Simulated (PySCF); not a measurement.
Species: cyclobutane, C4H8.
Numbering: `[CH2:1]1[CH2:2][CH2:3][CH2:4]1` (hydrogens: H5, H6 on C1; H7, H8 on C2; H9, H10 on C3; H11, H12 on C4)

Computed with PySCF at wB97X-D/pcSseg-2, non-relativistic, on one gas-phase PBE0-D3(BJ)/def2-TZVP geometry that isn't relaxed in the solvent. The solvent is an IEF-PCM continuum (van der Waals radii × 1.2). The model holds no explicit solvent molecules, cavitation or dispersion.

Gas phase at wB97X-D/pcSseg-2: HOMO -10.46 eV, LUMO 2.46 eV, dipole 0.00 D.

Problem. What does the continuum do to the energy, the frontier levels and the dipole at wB97X-D/pcSseg-2 in chloroform?

Solution. 
```json
{"solvent": "chloroform", "ε": "4.711", "E(solvent) − E(gas) (kcal/mol)": "-0.43", "polarisation term (kcal/mol)": "-0.44", "distortion of the solute (kcal/mol)": "0.01", "HOMO (eV)": "-10.38", "LUMO (eV)": "2.57", "dipole (D)": "0.00"}
```

Polarisation term: ½ Σ q·V over the induced surface charges. Distortion: the rise of the solute's own energy as its density leaves the gas-phase optimum.

The run took 17 s wall, 39 s CPU on Intel Xeon 6975P-C, 2 threads, on a shared host, and the process peaked at 1.6 GiB of memory. This is the whole shielding run at wB97X-D/pcSseg-2 in chloroform, SCF included.

The pairwise dispersion term of wB97X-D wasn't added to the energies; at a given geometry it leaves orbitals and properties as they are.
